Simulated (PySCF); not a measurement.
C₂H₃O, SMILES C[C]=O, multiplicity 2.

Coordinates come from a PBE0-D3(BJ)/def2-TZVP optimisation. The isomer is the one that the SMILES or the coordinates give; other isomers of the formula were not compared.

These are TDA-ωB97X/def2-SVPD run with PySCF values and carry that method's errors.

Vertical excitations. Isolated molecule, no solvent.

Computed lowest excited states:
```
state    energy (eV)  λ (nm)      f                                                                                          main pairs
-------  -----------  ------  -----  --------------------------------------------------------------------------------------------------
root 1          2.41     515  0.002                                                                                    α HOMO→LUMO 98 %
root 2          6.02     206  0.010                                             α HOMO→LUMO+1 69 %, α HOMO→LUMO+2 15 %, β HOMO→LUMO 9 %
root 3          6.33     196  0.017                                            α HOMO→LUMO+1 13 %, α HOMO−2→LUMO 11 %, β HOMO→LUMO 66 %
root 4          6.90     180  0.004                                           α HOMO−1→LUMO 6 %, β HOMO−1→LUMO 67 %, β HOMO→LUMO+1 12 %
root 5          7.26     171  0.056                     α HOMO→LUMO+2 57 %, α HOMO−2→LUMO 13 %, α HOMO→LUMO+1 10 %, β HOMO−1→LUMO+1 8 %
root 6          7.29     170  0.016  α HOMO−2→LUMO 20 %, α HOMO→LUMO+2 18 %, β HOMO−1→LUMO+1 35 %, β HOMO→LUMO 9 %, β HOMO−4→LUMO+1 7 %
root 7          7.30     170  0.001                                                              β HOMO→LUMO+1 70 %, β HOMO−1→LUMO 17 %
root 8          7.74     160  0.022                                                                                  α HOMO→LUMO+3 94 %
root 9          7.90     157  0.062                                          α HOMO→LUMO+4 67 %, α HOMO→LUMO+7 15 %, α HOMO→LUMO+5 10 %
root 10         8.10     153  0.007                                          α HOMO→LUMO+7 34 %, α HOMO→LUMO+5 33 %, α HOMO→LUMO+4 24 %
```
Unrestricted roots are not spin-pure.
